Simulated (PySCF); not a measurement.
C2H4S: core ionisation energies

Species: ethanethial, C2H4S.
Numbering: `[CH3:1][CH:2]=[S:3]`

Method: delta-SCF UKS SCAN, pcX-2 on the ionised atom, pcseg-1 elsewhere, spin-free X2C in PySCF. Binding energies are ΔSCF values: E(core-ionised, relaxed orbitals) − E(ground state) at a fixed geometry, referred to the vacuum level.

Q: Give the core binding energies atom by atom.

A: 
```
atom(s)          environment  level  binding energy (eV)  above the level's lowest (eV)  count
     C1        methyl carbon   C 1s               291.41                           0.00      1
     C2  thiocarbonyl carbon   C 1s               292.23                          +0.82      1
     S3  thiocarbonyl sulfur   S 1s              2476.77                           0.00      1
```

The listed C 1s values span 0.82 eV, from C1 (bonded to C and 3 H) to C2 (bonded to S (double bond), C and H).

Q: Which photon energy gives electrons from C 1s of C1 a kinetic energy of 50 eV, and what is their de Broglie wavelength?

A: hν = 291.41 + 50 = 341.41 eV, recoil neglected; λ = 12.264 Å/√(E/eV) = 1.73 Å.

Q: Which photon wavelength matches the C 1s of C1 threshold?

A: λ = hc/E = 12398.42 eV Å / 291.41 eV = 42.546 Å.

Not every level is listed. Spin contamination (⟨S²⟩ against 0.75 for a pure doublet) is marked for C 1s of C2 (0.99), which makes this value less certain. Isolated species at its PBE0-D3(BJ)/def2-SVP geometry, gas phase.

Hardware: x86-64 server, one thread (shared host). Cost: 10 s wall.
